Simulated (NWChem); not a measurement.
System meant: Si, triplet

Input file for NWChem:

```
start job
memory heap 200 mb stack 900 mb global 1100 mb
geometry units angstroms noautoz
  Si     0.000000     0.000000     0.000000
end
basis spherical
  Si library def2-svp
end
dft
  odft
  mult 3
  xc xpbe96 cpbe96
  iterations 4
  mulliken
end
task dft energy
```

End of the output:

```
    Atom       Charge   Shell Charges
 -----------   ------   -------------------------------------------------------
    1 Si  14     2.00  -0.00 -0.00 -0.00  0.00  0.01  0.72  1.27 -0.00

     -------------------------------------------
      Total Density - Lowdin Population Analysis
     -------------------------------------------

    Atom       Charge   Shell Charges
 -----------   ------   -------------------------------------------------------
    1 Si  14    14.00   2.00  1.98  1.19  0.83  5.79  0.98  1.23  0.00

     ------------------------------------------
      Spin Density - Lowdin Population Analysis
     ------------------------------------------

    Atom       Charge   Shell Charges
 -----------   ------   -------------------------------------------------------
    1 Si  14     2.00  -0.00  0.00 -0.00  0.00  0.04  0.73  1.23 -0.00

   alpha - beta orbital overlaps
   -----------------------------

   alpha      1      2      3      4      5      6      7      8      9     10
    beta      1      2      3      4      5      6      9      8      7     10
 overlap   1.000  1.000  1.000  0.997  0.997  0.999  0.809  0.809  1.000  1.000

   alpha     11     12     13     14     15     16     17     18
    beta     12     13     11     18     17     15     16     14
 overlap   0.887  0.887  1.000  0.946  0.946  0.797  0.797  0.998

     --------------------------
     Expectation value of S2:
     --------------------------
      <S2> =      2.0026 (Exact =     2.0000)

 ------------------------------------------------------------------------
 dft energy failed                                                                                  0
 ------------------------------------------------------------------------
 ------------------------------------------------------------------------
  current input line :
    16: task dft energy
 ------------------------------------------------------------------------
 ------------------------------------------------------------------------
 This type of error is most commonly associated with calculations not reaching convergence criteria
 ------------------------------------------------------------------------
 For more information see the NWChem manual at https://nwchemgit.github.io

0:dft energy failed:Received an Error in Communication
```

Q: What is wrong, and how is it mended?

A: The run did not converge; its last values are not results. Cause: the SCF was allowed too few iterations. This input runs:
```
start job
memory heap 200 mb stack 900 mb global 1100 mb
geometry units angstroms noautoz
  Si     0.000000     0.000000     0.000000
end
basis spherical
  * library def2-svp
end
dft
  odft
  mult 3
  xc xpbe96 cpbe96
  iterations 150
  mulliken
end
task dft energy
```
It converges to -289.12416 Ha (PBE/def2-SVP, spin-unrestricted).
